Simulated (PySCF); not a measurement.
**Cost of excited-state runs on neopentane, C5H12**

Molfile (atoms numbered from 1):
```
C5H12
     RDKit          3D

 17 16  0  0  0  0  0  0  0  0999 V2000
   -0.3482   -0.4559    1.4172 C   0  0  0  0  0  0  0  0  0  0  0  0
   -0.0011    0.0009   -0.0012 C   0  0  0  0  0  0  0  0  0  0  0  0
    0.1360    1.5248   -0.0275 C   0  0  0  0  0  0  0  0  0  0  0  0
   -1.1120   -0.4290   -0.9619 C   0  0  0  0  0  0  0  0  0  0  0  0
    1.3218   -0.6370   -0.4307 C   0  0  0  0  0  0  0  0  0  0  0  0
   -1.2873   -0.0142    1.7429 H   0  0  0  0  0  0  0  0  0  0  0  0
   -0.4471   -1.5384    1.4563 H   0  0  0  0  0  0  0  0  0  0  0  0
    0.4307   -0.1580    2.1156 H   0  0  0  0  0  0  0  0  0  0  0  0
    0.3845    1.8698   -1.0289 H   0  0  0  0  0  0  0  0  0  0  0  0
   -0.7950    1.9985    0.2761 H   0  0  0  0  0  0  0  0  0  0  0  0
    0.9220    1.8493    0.6509 H   0  0  0  0  0  0  0  0  0  0  0  0
   -2.0612    0.0174   -0.6730 H   0  0  0  0  0  0  0  0  0  0  0  0
   -1.2260   -1.5110   -0.9546 H   0  0  0  0  0  0  0  0  0  0  0  0
   -0.8821   -0.1161   -1.9783 H   0  0  0  0  0  0  0  0  0  0  0  0
    1.2445   -1.7221   -0.4203 H   0  0  0  0  0  0  0  0  0  0  0  0
    2.1231   -0.3446    0.2444 H   0  0  0  0  0  0  0  0  0  0  0  0
    1.5906   -0.3225   -1.4369 H   0  0  0  0  0  0  0  0  0  0  0  0
  1  2  1  0
  2  3  1  0
  2  4  1  0
  2  5  1  0
  1  6  1  0
  1  7  1  0
  1  8  1  0
  3  9  1  0
  3 10  1  0
  3 11  1  0
  4 12  1  0
  4 13  1  0
  4 14  1  0
  5 15  1  0
  5 16  1  0
  5 17  1  0
M  END
```

PySCF with density fitting, on 1 thread of an Arm Neoverse V2, shared host. Command: `OMP_NUM_THREADS=1 python excited_run.py task.json out`

(1) How long does this run take, and how much memory?
- magnetisability and related constants, BHandHLYP/pcSseg-1; isotopologues

Results:

(1) 
```csv
run,level,basis functions,wall time,peak memory (GiB)
magnetisability and related constants,BHandHLYP/pcSseg-1,145,13 s,0.73
```
Times from a shared host are rough.
